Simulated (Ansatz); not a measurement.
Geometry optimisation, RKS PBE0/STO-3G in Ansatz 0.2.0.

input.yaml

```yaml
crystal:
  periodic: [false, false, false]
  atoms:
    - { symbol: C, position_ang: [0.6375, -2.1811, -1.4532] }
    - { symbol: C, position_ang: [0.7263, -1.0662, -0.7211] }
    - { symbol: C, position_ang: [1.4289, -0.4445, 0.2995] }
    - { symbol: C, position_ang: [0.3265, 0.2412, -0.4322] }
    - { symbol: C, position_ang: [-1.0511, 0.4232, 0.2558] }
    - { symbol: C, position_ang: [-1.0653, 1.7517, 1.0515] }
    - { symbol: H, position_ang: [-0.1598, -2.1897, -2.2165] }
    - { symbol: H, position_ang: [1.2831, -2.9737, -1.3482] }
    - { symbol: H, position_ang: [1.3147, -0.8062, 1.3574] }
    - { symbol: H, position_ang: [2.4613, -0.1021, 0.0986] }
    - { symbol: H, position_ang: [0.4566, 1.002, -1.1371] }
    - { symbol: H, position_ang: [-1.2465, -0.3897, 0.9776] }
    - { symbol: H, position_ang: [-1.9089, 0.4731, -0.4842] }
    - { symbol: H, position_ang: [-2.0557, 1.8864, 1.5676] }
    - { symbol: H, position_ang: [-0.282, 1.7281, 1.8208] }
    - { symbol: H, position_ang: [-0.8884, 2.6249, 0.4082] }
basis:
  gaussian: { orbitals: STO-3G }
hamiltonian:
  xc: pbe0
relax:
  f_tol: 0.015
  max_steps: 40
```

Run as:

```bash
$ ansatz run input.yaml --threads 1 --pin off --max-ram 2048MiB --backend cpu --events-out ev --progress --plain --runs-dir out
```

Q: Where does it end, and by what steps?

A: The forces met the threshold. Limits of this set-up: minimal basis. After 9 steps the energy has fallen by 0.837 eV; H7 moved furthest, 0.14 Å.

```
step  energy less start (eV)  largest force component (eV/Å)  accepted
   0                  0.0000                           6.899       yes
   1                 -0.7417                           1.828       yes
   2                 -0.7914                           0.819       yes
   3                 -0.7019                           1.148        no
   4                 -0.8302                           0.295       yes
   5                 -0.8292                           0.293        no
   6                 -0.8369                           0.048       yes
   7                 -0.8369                           0.127       yes
   8                 -0.8375                           0.038       yes
   9                 -0.8375                           0.011       yes
```

```xyz
16
Properties=species:S:1:pos:R:3
C 0.617 -2.222 -1.506
C 0.749 -1.130 -0.776
C 1.458 -0.411 0.315
C 0.278 0.241 -0.433
C -1.065 0.459 0.282
C -1.084 1.772 1.096
H -0.151 -2.308 -2.282
H 1.270 -3.091 -1.371
H 1.292 -0.735 1.348
H 2.466 -0.026 0.129
H 0.544 1.044 -1.135
H -1.261 -0.395 0.948
H -1.871 0.481 -0.470
H -2.053 1.901 1.595
H -0.298 1.762 1.862
H -0.914 2.636 0.441
```

Time of the run: 35 s on 1 thread of Arm Neoverse V1, with other jobs on the host, peak memory 0.11 GiB.
